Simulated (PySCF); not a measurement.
# Circular dichroism: SMILES CSSC, C$_{2}$H$_{6}$S$_{2}$

Cartesian coordinates in Å; atom numbers follow the order of the lines, from 1:
```xyz
10

C     1.8528   -0.0638   -0.2259
S     0.8632    0.2328    1.2627
S    -0.7612    1.2529    0.5161
C    -1.8738   -0.0899    0.0247
H     2.7663   -0.5781    0.1098
H     2.1279    0.8843   -0.7077
H     1.3240   -0.7111   -0.9397
H    -1.4464   -0.6912   -0.7901
H    -2.1140   -0.7323    0.8828
H    -2.7951    0.3926   -0.3360
```

Computed with TDDFT CAM-B3LYP/def2-SVPD circular dichroism and optical rotation, one conformer, gas phase (PySCF 2.14.0). Geometry: PBE0-D3(BJ)/def2-SVP.

No stereocentre is labelled: unless the shape is locked (an allene, a helicene, a hindered biaryl), the mirror image is equally populated and a measured rotation or CD is zero. Singlets 3 and 4 lie within 0.01 eV of each other, so their separate moments and overlaps can depend on how they mix.

Q: List the lowest 8 singlet excitations with oscillator and rotatory strengths.

A: Rotatory strengths R in 10⁻⁴⁰ esu² cm², velocity form and length form (origin at the centre of mass); f in length form.
| state | E (eV) | λ (nm) | f | R (velocity) | R (length) | main |
| --- | --- | --- | --- | --- | --- | --- |
| 1 | 4.83 | 257 | 0.009 | +19.1 | +18.3 | HOMO→LUMO 0.89 |
| 2 | 4.93 | 252 | 0.002 | -11.3 | -11.8 | HOMO−1→LUMO 0.90 |
| 3 | 6.30 | 197 | 0.004 | -19.6 | -17.9 | HOMO→LUMO+2 0.48, HOMO−1→LUMO+3 0.24 |
| 4 | 6.30 | 197 | 0.001 | +9.1 | +7.1 | HOMO→LUMO+3 0.40, HOMO−1→LUMO+2 0.22 |
| 5 | 6.54 | 190 | 0.010 | +34.1 | +34.6 | HOMO→LUMO+1 0.58, HOMO→LUMO+3 0.28 |
| 6 | 6.64 | 187 | 0.010 | -43.5 | -43.5 | HOMO−1→LUMO+3 0.44, HOMO−1→LUMO+1 0.34 |
| 7 | 6.78 | 183 | 0.052 | +92.7 | +86.8 | HOMO−1→LUMO+1 0.44, HOMO→LUMO+2 0.29 |
| 8 | 6.80 | 182 | 0.003 | -21.8 | -18.4 | HOMO−1→LUMO+2 0.65, HOMO→LUMO+1 0.14 |

Among the states computed, the strongest CD band (largest |R|) is state 7. The largest dissymmetry factor in size, g = 4R/(D+G), with D and G the electric and magnetic dipole strengths, is -0.05 for state 2 (velocity form, f = 0.002), among bands with |R| over 0.5. The mirror image has the same energies and oscillator strengths and all R with the opposite sign.
